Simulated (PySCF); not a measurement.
# O3: relaxation and vibrations of the singlet

The task is one start of a wider search on O3: the singlet, from a bent start. It is relaxed, tested by its Hessian and followed downhill if it is a saddle.

Method: PBE0, basis O def2-TZVP, no relativity, density fitting; program: PySCF 2.14.0.

## 1. Where the work starts

3 atoms, charge 0, spin multiplicity 1.

Bond lengths: O1–O2 1.140 Å, O1–O3 1.140 Å. Angles: O2–O1–O3 110.0°.

Coordinates in bohr (charge 0 multiplicity 1):
```
O     0.0000    0.0000    0.0000
O     1.7646    0.0000    1.2357
O    -1.7646    0.0000    1.2357
```

## 2. Finding the electronic state

The steps below are one call of a driver around PySCF. For each, scf.py gives the equivalent set-up of the SCF; relaxations use the driver's own optimiser. After this first run the driver tries any further starts and a stability analysis.

scf.py reads:

```python
from pyscf import gto, scf, dft
mol = gto.M(atom='''
O      0.000000     0.000000     0.000000
O      0.933800     0.000000     0.653900
O     -0.933800     0.000000     0.653900''',
    basis={'O': 'def2-TZVP'},
    charge=0, spin=0)
mf = dft.RKS(mol, xc='PBE0')
mf.grids.atom_grid = (50, 194)
aux = {'O': 'def2-universal-JKFIT'}
mf = mf.density_fit(auxbasis=aux)
mf.conv_tol = 1e-08
mf.diis_space = 10
mf.max_cycle = 60
mf.init_guess = 'minao'
mf.verbose = 4
mf.kernel()
```

Launch:

```bash
$ OMP_NUM_THREADS=2 python axn.py task.json out
```

Further steps of the session: Relaxing the singlet from the bent start; Vibrations and properties at this point.

Before running it: what results should come out? Wanted: minimum; geometry; wavenumbers; dipole moment; highest occupied, lowest empty level; polar-tensor charge of O1; zero-point energy; atomisation energy.

The runs gave:

| quantity | value |
| --- | --- |
| minimum | singlet, C2v |
| geometry | O–O 1.238 Å (×2); O–O–O 118.4° |
| wavenumbers (cm⁻¹) | 780 (a1), 1305 (b2), 1327 (a1) |
| dipole moment | 0.69 D |
| highest occupied, lowest empty level | -9.66, -4.81 eV |
| polar-tensor charge of O1 | +0.68 e |
| zero-point energy | 20.4 kJ/mol |
| entropy at 298.15 K | 237.4 J/(mol K) |
| atomisation energy (no zero-point energy) | 585 kJ/mol |

In words: The bent start keeps its C2v symmetry and ends in a minimum. The strongest infrared band lies at 1305 cm⁻¹ (b2, stretch). Only this shape and spin were tried, so other structures or states may lie lower.
